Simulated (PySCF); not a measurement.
Some computed properties have been withheld. Give your best values.

ZnO (singlet state).
SMILES: `[O]=[Zn]`

```tsv
property	level	value
point group of the PBE0-D3(BJ)/def2-TZVP geometry	PBE0-D3(BJ)/def2-TZVP	?
rotational constant B (linear) of the PBE0-D3(BJ)/def2-TZVP geometry	PBE0-D3(BJ)/def2-TZVP	?
dipole moment	CAM-B3LYP/aug-cc-pVTZ	?
HOMO energy	CAM-B3LYP/aug-cc-pVTZ	-8.62 eV
LUMO energy	CAM-B3LYP/aug-cc-pVTZ	?
lowest singlet excitation	TDDFT CAM-B3LYP/aug-cc-pVTZ	?
lowest triplet excitation (Tamm–Dancoff)	TDA CAM-B3LYP/aug-cc-pVTZ	0.32 eV
static isotropic polarisability	CAM-B3LYP/aug-cc-pVTZ	?
electronic spatial extent ⟨r²⟩ about the centre of nuclear charge	CAM-B3LYP/aug-cc-pVTZ	?
```

The electronic properties come from PySCF, for the isolated species, density fitting. Isolated species at its PBE0-D3(BJ)/def2-TZVP geometry, gas phase.

Task: What is the rotational constant B (linear) of the PBE0-D3(BJ)/def2-TZVP geometry?

Result: 13.683 GHz.

Task: What is the point group of the PBE0-D3(BJ)/def2-TZVP geometry?

Result: C∞v.

Task: What is the electronic spatial extent ⟨r²⟩ about the centre of nuclear charge?

Result: 110 bohr².

Task: The LUMO energy?

Result: -3.35 eV.

Task: Give the lowest singlet excitation.

Result: 0.93 eV (1335 nm, f = 0.005 summed over 2 states within 0.01 eV).

Task: What is the static isotropic polarisability?

Result: 37.8 au.

Task: The dipole moment?

Result: 6.09 D.

The vertical singlet–triplet gap S1 − T1 is 0.61 eV (TDDFT singlet less Tamm–Dancoff triplet). In atomic units the dipole is 2.40 e·bohr (1 au = 2.5417 D). Point group C∞v permits a dipole; with 6.09 D the species has a pure rotational spectrum. B corresponds to 0.4564 cm⁻¹ and a moment of inertia of 36.9 u Å² (most abundant isotopes). The principal polarisabilities are 31.5, 31.5 and 50.5 au; their mean is the isotropic value.
